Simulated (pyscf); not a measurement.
**Four-centre exchange: hydrogen fluoride (HF) + F–Si•(F)–F → F–Si•(F)–F + hydrogen fluoride (HF)**

Gas phase, doublet surface, charge 0. Bonds broken: F1–H6, Si2–F5. Bonds formed: F1–Si2, F5–H6. Optimised with ωB97X-D3(BJ)/def2-SVP in PySCF.

Transition state (Å):

```xyz
6

F      0.0521     0.1397     1.5014
Si    -0.1027     0.8280    -0.2157
F      1.1882     1.7889    -0.0975
F     -0.4003     0.7489    -1.8148
F      0.7775    -0.8306    -0.2650
H      0.6198    -0.7269     0.8014
```

One imaginary mode, 540i cm⁻¹; descent along it reached the two sides named.

| bond | change | reactant side (Å) | saddle | product side |
|---|---|---|---|---|
| F1–H6 | breaks | 0.930 | 1.250 | 2.012 |
| Si2–F5 | breaks | 1.635 | 1.878 | 2.9 |
| F1–Si2 | forms | 2.6 | 1.856 | 1.630 |
| F5–H6 | forms | 2.030 | 1.083 | 0.927 |

Electronic energies relative to the separated reactants (kcal/mol):

```
level                   barrier  reaction energy  reverse barrier
----------------------  -------  ---------------  ---------------
ωB97X-D3(BJ)/def2-TZVP     21.6              0.0             21.6
PBE/def2-TZVP              16.3              0.0             16.3
r²SCAN/def2-TZVP           17.9              0.0             17.9
B3LYP-D3(BJ)/def2-TZVP     21.4              0.0             21.4
PBE0-D3(BJ)/def2-TZVP      19.7              0.0             19.7
M06-2X/def2-TZVP           20.7              0.0             20.7
ωB97M-D3(BJ)/def2-TZVP     20.4              0.0             20.4
HF/def2-TZVP               39.0              0.0             39.0
```

With ωB97M-D3(BJ)/def2-TZVP energies and thermal terms (ideal gas, 1 atm, RRHO with modes under 100 cm⁻¹ raised to 100, one conformer, R ln 2 for rigid chiral ones), in kcal/mol:

| T (K) | ΔH‡ | ΔG‡ | ΔH | ΔG |
|---|---|---|---|---|
| 298 | 19.5 | 29.4 | 0.0 | 0.0 |
| 600 | 19.1 | 39.6 | 0.0 | 0.0 |
| 900 | 19.3 | 49.8 | 0.0 | 0.0 |
| 1200 | 19.6 | 59.9 | 0.0 | 0.0 |

One saddle was located; it need not be the lowest between these sides.
